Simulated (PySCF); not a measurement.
LiH: from constants to spectrum

RHF-CCSD(T) constants of LiH, ¹Σ⁺ (singlet), closed shell (PySCF, no relativity, basis sets Li STO-3G, H STO-3G; masses 7.0160 and 1.0078 u):

```
ωe              : 1680.7 cm⁻¹
ωexe            : 20.6 cm⁻¹
Be              : 7.9879 cm⁻¹
αe              : 0.152 cm⁻¹
D (centrifugal) : 0.000722 cm⁻¹
De to Li + H    : 2.73 eV
```

Task: Give the band origin of the fundamental and the first lines of its P and R branches.

Result: ν0 = ωe − 2ωexe = 1639.5 cm⁻¹, B0 = 7.9119, B1 = 7.7599 cm⁻¹.

| J″ | P(J″) − ν0 | R(J″) − ν0 |
| --- | --- | --- |
| 0 |  | 15.517 |
| 1 | -15.821 | 30.712 |
| 2 | -31.928 | 45.569 |
| 3 | -48.305 | 60.070 |
| 4 | -64.934 | 74.198 |
| 5 | -81.798 | 87.935 |
| 6 | -98.879 | 101.264 |

Task: Near which J would the R branch turn back, without centrifugal distortion?

Result: At J ≈ (B0 + B1)/(2(B0 − B1)) − 1 ≈ 51.

Measured values (Huber and Herzberg, Constants of Diatomic Molecules (1979)): ωe = 1405.65 cm⁻¹, ωexe = 23.2 cm⁻¹, Be = 7.5131 cm⁻¹, αe = 0.2132 cm⁻¹.

Correlated steps freeze no core orbitals. Where the molecule has an RHF reference, its open-shell atoms are computed with UHF. STO-3G is very small, so such numbers show the basis as much as the molecule.
